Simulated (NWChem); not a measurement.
System: PH$_{2}$, doublet; SMILES [PH2]

Parts of the log:

```
             Northwest Computational Chemistry Package (NWChem) 7.3.0
             --------------------------------------------------------

 C2V symmetry detected

                             Geometry "geometry" -> ""
                             -------------------------

 Output coordinates in angstroms (scale by  1.889725989 to convert to a.u.)

  No.       Tag          Charge          X              Y              Z
 ---- ---------------- ---------- -------------- -------------- --------------
    1 P                   15.0000     0.00000000     0.00000000     0.11773365
    2 H                    1.0000     1.02570100     0.00000000    -0.88300235
    3 H                    1.0000    -1.02570100     0.00000000    -0.88300235

 Effective nuclear repulsion energy (a.u.)      11.3362137732

      Symmetry information
      --------------------

 Group name             C2v
 Group number             16
 Group order               4
 No. of unique centers     2

                                 NWChem DFT Module
                                 -----------------

 Summary of "ao basis" -> "ao basis" (spherical)
 ------------------------------------------------------------------------------
       Tag                 Description            Shells   Functions and Types
 ---------------- ------------------------------  ------  ---------------------
 P                          6-31+g*                 10       22   5s4p1d
 H                          6-31+g*                  2        2   2s

      Symmetry analysis of basis
      --------------------------

        a1         13
        a2          1
        b1          7
        b2          5

            General Information
            -------------------
          SCF calculation type: DFT
          Wavefunction type:  spin polarized.
          No. of atoms     :     3
          No. of electrons :    17
           Alpha electrons :     9
            Beta electrons :     8
          Charge           :     0
          Spin multiplicity:     2
          Use of symmetry is: off; symmetry adaption is: on
          Maximum number of iterations: 150
          AO basis - number of functions:    26
                     number of shells:    14
          Convergence on energy requested:  1.00D-06
          Convergence on density requested:  1.00D-05
          Convergence on gradient requested:  5.00D-04

              XC Information
              --------------
                     Hartree-Fock (Exact) Exchange  1.000
                   CAM-Becke88 Exchange Functional  1.000
                      VWN V Correlation Functional  0.190 local
              Lee-Yang-Parr Correlation Functional  0.810

           Range-Separation Parameters
           ---------------------------
           Alpha           :  0.19
           Beta            :  0.46
           Gamma           :  0.33
           Short-Range HF  :     F

[...]

                                NWChem TDDFT Module
                                -------------------

            General Information
            -------------------
           No. of orbitals :      52
            Alpha orbitals :      26
             Beta orbitals :      26
        Alpha frozen cores :       0
         Beta frozen cores :       0
     Alpha frozen virtuals :       0
      Beta frozen virtuals :       0
         Spin multiplicity :       2
    Number of AO functions :      26
        Use of symmetry is : off
      Symmetry adaption is : on
         Schwarz screening :  0.10D-07

              XC Information
              --------------
              Hartree-Fock (Exact) Exchange   1.00
            CAM-Becke88 Exchange Functional   1.00
               VWN V Correlation Functional   0.19 local
       Lee-Yang-Parr Correlation Functional   0.81
           Alpha           :  0.19
           Beta            :  0.46
           Gamma           :  0.33

             TDDFT Information
             -----------------
          Calculation type : Tamm-Dancoff TDDFT
         Wavefunction type : Unrestricted
          No. of electrons :      17
           Alpha electrons :       9
            Beta electrons :       8
              No. of roots :       6
          Max subspacesize :    5200
            Max iterations :     100
               Target root :       1
           Target symmetry : none
      Symmetry restriction : off
                 Algorithm : Optimal
        Davidson threshold :  0.10D-03

    6 smallest eigenvalue differences (eV)
--------------------------------------------------------
  No. Spin  Occ  Vir  Irrep   E(Occ)    E(Vir)   E(Diff)
--------------------------------------------------------
    1    2    8    9 a1       -0.357    -0.078     7.583
    2    1    9   10 a1       -0.311     0.027     9.198
    3    2    7    9 b1       -0.448    -0.078    10.071
    4    1    9   11 b1       -0.311     0.062    10.160
    5    1    9   12 a1       -0.311     0.073    10.439
    6    2    8   10 b2       -0.357     0.028    10.486
--------------------------------------------------------

  Entering Davidson iterations
  Unrestricted

  Iter   NTrls   NConv    DeltaV     DeltaE      Time
  ----  ------  ------  ---------  ---------  ---------
    1      6       0     0.66E-01   0.10+100        0.7
    2     12       0     0.46E-01   0.30E-01        0.7
    3     18       0     0.19E-01   0.64E-02        0.7
    4     24       1     0.12E-01   0.16E-02        0.7
    5     29       5     0.76E-02   0.62E-03        0.7
    6     30       5     0.25E-02   0.64E-04        0.3
    7     31       5     0.17E-02   0.21E-04        0.3
    8     32       5     0.70E-03   0.57E-05        0.3
    9     33       5     0.39E-03   0.97E-06        0.3
   10     34       5     0.20E-03   0.17E-06        0.3
   11     35       6     0.83E-04   0.46E-07        0.3
  ----  ------  ------  ---------  ---------  ---------
  Convergence criterion met

  Ground state b2       -342.485345019519 a.u.
  <S2> =   0.7540

[...]
```

Level: CAM-B3LYP/6-31+G* (spherical d), spin-unrestricted, TDA. In the optimisation the excess spin sits in b2 (C2v, its own frame). Coordinates come from a PBE0/def2-SVP, spin-unrestricted optimisation. No stability test was run on the SCF state.

### Question
Write an input that gives this output.

### Answer
This is not unique; one that fits is the input that was run:
```
start job
memory heap 200 mb stack 900 mb global 1100 mb
geometry units angstroms noautoz
  P      0.000000     0.000000     0.133344
  H      1.025701     0.000000    -0.867392
  H     -1.025701     0.000000    -0.867392
end
basis spherical
  P library 6-31+g*
  H library 6-31+g*
end
dft
  odft
  mult 2
  xc xcamb88 1.00 lyp 0.81 vwn_5 0.19 hfexch 1.00
  cam 0.33 cam_alpha 0.19 cam_beta 0.46
  iterations 150
end
tddft
  cis
  nroots 6
end
task tddft energy
```
